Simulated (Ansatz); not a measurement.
BN2. Total charge 0; doublet. Geometry r2SCAN-D4/def2-TZVP.

Cartesian coordinates in Å:
```
B 0.515 0.630 0.204
N -0.146 -0.203 -0.732
N -0.369 -0.428 0.528
```

B3LYP takes the VWN-RPA correlation. The structure comes from a short search, and lower isomers may exist.

Q: Estimate the α-spin orbital energies around the gap (eV) in Ansatz with LDA (SPW92)/def2-TZVP, PBE-D4/def2-TZVP, r2SCAN-D4/def2-TZVPD, B3LYP-D4/6-31G, BHLYP-D4/def2-TZVP.

A: 
```
orbital  LDA (SPW92)/def2-TZVP  PBE-D4/def2-TZVP  r2SCAN-D4/def2-TZVPD  B3LYP-D4/6-31G  BHLYP-D4/def2-TZVP
 HOMO−5                 -15.62            -15.62                -16.48          -17.53              -20.03
 HOMO−4                 -13.24            -13.07                -13.65          -14.90              -16.85
 HOMO−3                 -11.94            -11.63                -11.86          -12.66              -13.81
 HOMO−2                 -10.22            -10.06                -10.52          -11.12              -13.46
 HOMO−1                  -7.09             -7.14                 -7.63           -8.17               -9.85
   HOMO                  -6.65             -6.46                 -6.74           -7.60               -9.33
   LUMO                  -4.31             -3.99                 -3.74           -2.91               -1.06
 LUMO+1                  -2.60             -2.37                 -2.11           -1.41               -0.02
 LUMO+2                   0.74              0.78                  1.21            2.61                2.10
 LUMO+3                   1.58              1.58                  1.37            5.16                2.68
 LUMO+4                   2.02              1.92                  2.69            5.98                3.17
 LUMO+5                   2.68              2.68                  3.40           10.26                4.24
 β HOMO                  -6.40             -6.25                 -6.48           -7.39               -9.18
 β LUMO                  -4.98             -4.48                 -3.81           -3.71               -2.71
```
